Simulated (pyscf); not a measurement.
# Four-centre exchange: H₂N–SiH: [singlet] + H₂O -> H₂N–Si:–OH [singlet] + H₂

Gas phase, singlet surface, charge 0. Bonds broken: Si2–H5, O6–H7. Bonds formed: Si2–O6, H5–H7. Structures and frequencies: ωB97X-D3(BJ)/def2-SVP in PySCF.

Transition state (Å):

```xyz
8

N     -1.8896    -0.7665    -0.2371
Si    -1.2589     0.6010     0.6376
H     -1.3915    -1.4120    -0.8428
H     -2.7791    -1.1572     0.0573
H      0.4219    -0.0252     0.7781
O     -0.2272     1.2990    -0.8177
H      0.4257     0.5192    -0.0888
H     -0.4778     0.8719    -1.6498
```

One imaginary mode, 1422i cm⁻¹; descent along it reached the two sides named, in the forms told below.

| bond | change | reactant side (Å) | saddle | product side |
|---|---|---|---|---|
| Si2–H5 | breaks | 1.538 | 1.799 | 4.4 |
| O6–H7 | breaks | 0.968 | 1.251 | 2.469 |
| Si2–O6 | forms | 2.235 | 1.916 | 1.681 |
| H5–H7 | forms | 2.489 | 1.024 | 0.762 |

Electronic energies relative to the separated reactants (kcal/mol):

| level | barrier | reaction energy | reverse barrier |
|---|---|---|---|
| ωB97X-D3(BJ)/def2-TZVP | 13.3 | -29.9 | 43.2 |
| PBE/def2-TZVP | 9.0 | -28.6 | 37.6 |
| r²SCAN/def2-TZVP | 9.6 | -31.3 | 41.0 |
| B3LYP-D3(BJ)/def2-TZVP | 13.5 | -29.8 | 43.3 |
| PBE0-D3(BJ)/def2-TZVP | 11.1 | -28.2 | 39.3 |
| M06-2X/def2-TZVP | 13.1 | -31.9 | 45.0 |
| ωB97M-D3(BJ)/def2-TZVP | 13.4 | -29.5 | 42.9 |
| HF/def2-TZVP | 31.3 | -26.7 | 57.9 |

With ωB97M-D3(BJ)/def2-TZVP energies and thermal terms (ideal gas, 1 atm, RRHO with modes under 100 cm⁻¹ raised to 100, one conformer, R ln 2 for chiral ones without a mode under 150 cm⁻¹), in kcal/mol:

```csv
T (K),ΔH‡,ΔG‡,ΔH,ΔG
298,11.4,21.6,-32.1,-30.0
600,11.7,31.9,-31.0,-28.4
900,12.4,41.9,-30.0,-27.3
1200,13.2,51.6,-29.3,-26.5
```

On the reactant side the descent ends in a complex, 7.2 kcal/mol under the separated species and 20.6 kcal/mol under the saddle at ωB97X-D3(BJ)/def2-TZVP. At the saddle there is also a short H–Si contact that neither side keeps. The same reactants have a lower exit, to NH₃ + HO–SiH: [singlet] (barrier -0.4 kcal/mol at ωB97M-D3(BJ)/def2-TZVP, against +13.4 kcal/mol here). This is the saddle that the search found; another between the same sides may lie lower.
